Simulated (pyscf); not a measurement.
Thermochemistry of product channels of F–BH–F + borane (BH₃) on the singlet surface, in eV, from ωB97M-D3(BJ)/def2-TZVP energies (ideal gas, 1 atm, RRHO with modes under 100 cm⁻¹ raised to 100, one conformer, R ln 2 for rigid chiral ones). Optimised with ωB97X-D3(BJ)/def2-SVP in PySCF.

| products | ΔE | ΔH(298 K) | ΔG(900 K) | ΔG(1200 K) |
|---|---|---|---|---|
| hydrogen fluoride (HF) + H₂B–BH–F | +1.96 | +1.97 | +1.84 | +1.77 |
| H₂B–B(F)–F + hydrogen (H₂) | +0.41 | +0.31 | +0.41 | +0.40 |
| H₂B–F + H₂B–F | +0.14 | +0.17 | +0.07 | +0.04 |

These are energies of the channels, which say nothing of barriers.
